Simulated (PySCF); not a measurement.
## PH2: computed EPR parameters against published values

Compound: PH2 (doublet state).
SMILES with atom numbers: `[PH2:1]` (hydrogens: H2, H3 on P1)

Cartesian coordinates in Å at the PBE0-D3(BJ)/def2-SVP level; atoms count from 1:
```
atom  x, y, z in Å
P1     0.0110    0.6657   -0.0046
H2    -1.0197   -0.3302   -0.0217
H3     1.0316   -0.3406    0.0012
```

The calculation used PySCF, UKS B3LYP, IGLO-III on P, pcH-1 on H, non-relativistic, mean-field spin-orbit, GIAO. Isolated species at its PBE0-D3(BJ)/def2-SVP geometry, gas phase.

```tsv
nucleus	computed a_iso (MHz)	published	in MHz	difference of magnitudes (MHz)	source
1H H2/H3	-39.7	-17.36 G	-48.8	-9.1	[1] equilibrium geometry, as quoted
31P P1	157.4	72.7 G	204.4	-47.0	[1] equilibrium geometry, as quoted
```

Values published in field units are turned into MHz with the computed g_iso.

Sources: [1] computed, UCCSD(T), gas; Giner, Tenti, Angeli, Ferre, Computation of the isotropic hyperfine coupling constant: efficiency and insights from a new approach based on wave function theory, J. Chem. Theory Comput..

The largest Mulliken spin population is on P1 (+1.07).

⟨S²⟩ = 0.7547 against the exact 0.7500, so spin contamination is small.

On x86-64 server, one thread, no GPU (shared host), this took 2.8 s.
